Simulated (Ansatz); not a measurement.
Born–Oppenheimer molecular dynamics of AlH₃MgS (6 atoms, charge 0, multiplicity 1). It starts from a relaxed structure.

The calculation used UKS PBE0-D4/def2-SVP (Ansatz 0.2.0).

```yaml
ensemble: NVT, Nosé–Hoover chain
time_step: 0.25 fs
steps_asked: 250
set_temperature: 2000 K
thermostat: time constant 100 fs, chain length 3
seed: 164939
```

First frame:

```xyz
6
Properties=species:S:1:pos:R:3
Mg -1.896 -0.505 -1.149
Al 0.445 0.431 -0.120
S 1.101 -0.536 1.757
H -3.361 -1.114 -1.788
H 1.467 1.557 -0.622
H 2.245 0.166 1.922
```

Problem. How far do the bonds stretch over the last three quarters of this one trajectory? (Pairs bonded in most of those frames.)

Solution. 
```json
{"bond": "Mg1–Al2", "mean (Å)": "3.056", "spread (Å)": "0.040", "shortest": "2.97", "longest": "3.10"}
{"bond": "Mg1–H4", "mean (Å)": "1.714", "spread (Å)": "0.022", "shortest": "1.69", "longest": "1.75"}
{"bond": "Al2–S3", "mean (Å)": "2.265", "spread (Å)": "0.035", "shortest": "2.21", "longest": "2.31"}
{"bond": "Al2–H5", "mean (Å)": "1.641", "spread (Å)": "0.101", "shortest": "1.48", "longest": "1.78"}
{"bond": "S3–H6", "mean (Å)": "1.365", "spread (Å)": "0.055", "shortest": "1.28", "longest": "1.44"}
```

Mean temperature of the second half: 906 K. The conserved energy stayed within 0.11 meV per atom of its start (net change 0.035 meV per atom), so the integration is sound. The mean temperature of the second half is 55 % below the set value. A run of 0.062 ps of so small a system gives no equilibrium averages.

The run took 13 min on 2 threads of Arm Neoverse N1, with other jobs on the host, peak memory 0.17 GiB.
